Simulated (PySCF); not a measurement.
AlCl₃, SMILES [Cl][Al]([Cl])[Cl].

Geometry optimised at B3LYP-D3(BJ)/def2-SVP. The isomer is the one that the SMILES or the coordinates give; other isomers of the formula were not compared.

Level of theory: CAM-B3LYP/def2-TZVPD (PySCF).

Symmetry labels are those of the subgroup C2v that the program uses (full group D3h).

Q: List the valence orbital energies around the gap with their symmetry. (The exact figures need the calculation; the answer reports its results.)

A: 
| orbital | symmetry | energy (eV) |
|---|---|---|
| HOMO−7 | B1 | -12.79 |
| HOMO−6 | A1 | -12.79 |
| HOMO−5 | B2 | -11.92 |
| HOMO−4 | A1 | -11.43 |
| HOMO−3 | B1 | -11.43 |
| HOMO−2 | A2 | -11.26 |
| HOMO−1 | B2 | -11.26 |
| HOMO | B1 | -10.79 |
| LUMO | A1 | -0.77 |
| LUMO+1 | B2 | -0.28 |
| LUMO+2 | B1 | 1.05 |
| LUMO+3 | A1 | 1.05 |
